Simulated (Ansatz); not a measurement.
`BC#C` and `C#[C][Na]` differ in one atom or group.

Ansatz, PBE0-D4/def2-TZVP geometries, multiplicity 1. 

| property | `BC#C` |
| --- | --- |
| size of the dipole moment (B3LYP/def2-TZVPP) / D | 0.99 |
| HOMO energy (ωB97M-V/def2-TZVPP) / eV | -10.32 |
| HOMO–LUMO gap (PBE/def2-TZVPP) / eV | 3.50 |
| HOMO–LUMO gap (ωB97M-V/def2-TZVPP) / eV | 9.95 |
| HOMO–LUMO gap (PBE0/def2-TZVPP) / eV | 5.69 |
| LUMO energy (PBE0/def2-TZVPP) / eV | -2.40 |

Give the same properties after the change, and the shifts. (An estimate is asked.)

The calculation gave: 
```tsv
property	`C#[C][Na]`	shift
size of the dipole moment (B3LYP/def2-TZVPP) / D	7.48	6.49
HOMO energy (ωB97M-V/def2-TZVPP) / eV	-8.16	2.16
HOMO–LUMO gap (PBE/def2-TZVPP) / eV	2.82	-0.68
HOMO–LUMO gap (ωB97M-V/def2-TZVPP) / eV	7.30	-2.65
HOMO–LUMO gap (PBE0/def2-TZVPP) / eV	4.46	-1.23
LUMO energy (PBE0/def2-TZVPP) / eV	-1.42	0.98
```

With PBE0 the HOMO rises by 2.21 eV and the LUMO rises by 0.98 eV, so the gap narrows by about 1.23 eV. PBE moves the HOMO by 2.08 eV and ωB97M-V by 2.16 eV. Dipoles are sizes alone; their direction can turn.

B3LYP here is the variant with VWN-RPA as its local correlation; programs differ in this.
